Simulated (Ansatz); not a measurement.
Relaxation of BH4N (6 atoms, charge 0, multiplicity 1), to a largest force component of 0.03 eV/Å in at most 50 steps.

The calculation used RKS B3LYP-D4/def2-SVP in Ansatz 0.2.0.

```xyz
6
Properties=species:S:1:pos:R:3:forces:R:3
B -0.134 0.318 -0.717 0.06 -0.02 0.06
N 1.355 -0.192 1.534 0.18 -0.26 -0.72
H 0.477 -0.655 1.757 -0.02 0.01 0.00
H 1.240 0.819 1.550 -0.03 0.05 -0.01
H 1.695 -0.480 0.598 -0.23 0.22 0.64
H -1.171 0.190 -0.034 0.04 0.00 0.04
```

Q: Where does it end, and by what steps?

A: It converged. After 14 steps the energy has fallen by 0.788 eV; N2 moved furthest, 0.67 Å. Joined: B1–N2 (2.75 → 1.68 Å).

```
step  energy less start (eV)  largest force component (eV/Å)  accepted
   0                  0.0000                           0.723       yes
   1                 -0.0172                           0.358       yes
   2                 -0.0260                           0.404       yes
   3                  0.0076                           1.099        no
   4                 -0.0346                           0.287       yes
   5                 -0.0779                           0.991       yes
   6                 -0.2683                           1.741       yes
   7                 -0.5034                           1.601       yes
   8                 -0.6884                           0.588       yes
   9                 -0.7727                           0.615       yes
  10                 -0.7827                           0.170       yes
  11                 -0.7850                           0.186       yes
  12                 -0.7861                           0.090       yes
  13                 -0.7745                           0.431        no
  14                 -0.7880                           0.018       yes
```

```xyz
6
Properties=species:S:1:pos:R:3
B 0.078 0.295 -0.373
N 0.936 -0.128 1.011
H 0.528 -0.719 1.760
H 1.132 0.800 1.414
H 1.848 -0.507 0.753
H -1.060 0.259 0.122
```

Whether the end is a true minimum wasn't checked by a vibrational analysis.

Time of the run: 11 s on 1 thread of Intel(R) Xeon(R) Platinum 8559C (Emerald Rapids), on a shared host, peak memory 0.12 GiB.
